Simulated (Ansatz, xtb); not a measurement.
## Ranking isomers of C3H8OP2

3 gas-phase structures of C3H8OP2, from a drawn sample of its isomers (lower ones may exist). Each was relaxed with GFN2-xTB; where two conformers were screened, the lower at r2SCAN-D4/def2-SVP is listed:

A. `CC(=O)P(C)P`, a singlet
B. `C[C@@H]1C[P@]1(=O)P`, a singlet
C. `C=C[P@H](=O)CP`, a singlet

Q: Which do you expect lowest at r2SCAN-D4/def2-SVP, and how would the others follow?

A: Calculated order at r2SCAN-D4/def2-SVP: A (0.0), C (62.7), B (63.2) kJ/mol. Less than 1 kcal/mol parts C and B, so the order within that pair means little. CCSD(T)/def2-SVP + ΔMP2/def2-TZVPP after further relaxation puts C lowest instead.

Energies above the lowest of each column, in kJ/mol; the last columns are at B3LYP/def2-SVP geometries:

| structure | GFN2-xTB | HF/STO-3G | r2SCAN-D4/def2-SVP | B3LYP/def2-SVP | CCSD(T)/def2-SVP + ΔMP2/def2-TZVPP |
| --- | --- | --- | --- | --- | --- |
| A | 37.9 | 0.0 | 0.0 | 0.0 | 9.9 |
| C | 4.8 | 438.8 | 62.7 | 60.9 | 0.0 |
| B | 0.0 | 393.7 | 63.2 | 81.4 | 27.1 |

CCSD(T)/def2-SVP + ΔMP2/def2-TZVPP puts C lowest; GFN2-xTB picks B, HF/STO-3G picks A, r2SCAN-D4/def2-SVP picks A, B3LYP/def2-SVP picks A. CCSD(T)/def2-SVP + ΔMP2/def2-TZVPP orders those it was run on as C (0.0), A (9.9), B (27.1) kJ/mol. Flexible structures stand in one conformer each, not always the lowest. The ΔMP2 step shifts differences by up to 66.7 kJ/mol, which makes them less sure. ΔMP2 is the change of the MP2 energy from the smaller to the larger basis.

Programs: Ansatz 0.2.0, xtb 6.7.1.
